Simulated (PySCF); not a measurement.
Predicted microwave data (PBE0-D3(BJ)/def2-SVP geometry optimisation, gas phase in PySCF) for one isomer of C4H4F2:

- Rotational constants: A = 8580, B = 1898, C = 1680 MHz
- Dipole components: |μa| = 2.39 D, |μb| = 0.03 D, |μc| = 0.49 D
- Inertial defect: -24.48 u·Å²
- κ: -0.94

Question: Which candidate fits, each taken in the one conformer that was computed?
A. `FC1(F)C=CC1`
B. `[CH2:1]=[C:2]=[CH:3][CH:4]([F:5])[F:6]` with C2–C3–C4–F5 -123°
C. `CC1=CC1(F)F`
D. `C[C@@]1(F)C=C1F`

Answer: B. It is C=C=CC(F)F, a near-prolate asymmetric top. The candidates at the same level (rigid rotor, commonest isotopes):

```
         SMILES  A (MHz)  B (MHz)  C (MHz)  μa (D)  μb (D)  μc (D)  Δ (u·Å²)  point group                        rotor
C[C@@]1(F)C=C1F     5915     2673     2506    0.01    1.52    1.19    -72.90           C1  near-prolate asymmetric top
    CC1=CC1(F)F     6052     2709     2591    2.98    0.00    0.81    -74.99           Cs  near-prolate asymmetric top
     C=C=CC(F)F     8580     1898     1680    2.39    0.03    0.49    -24.48            –  near-prolate asymmetric top
    FC1(F)C=CC1     6033     3430     3243    2.31    0.00    0.13    -75.28           Cs               asymmetric top
```

`CC1=CC1(F)F` has C 54 % too high; `C[C@@]1(F)C=C1F` has C 49 % too high; `FC1(F)C=CC1` has C 93 % too high. No structure here is proved a minimum.
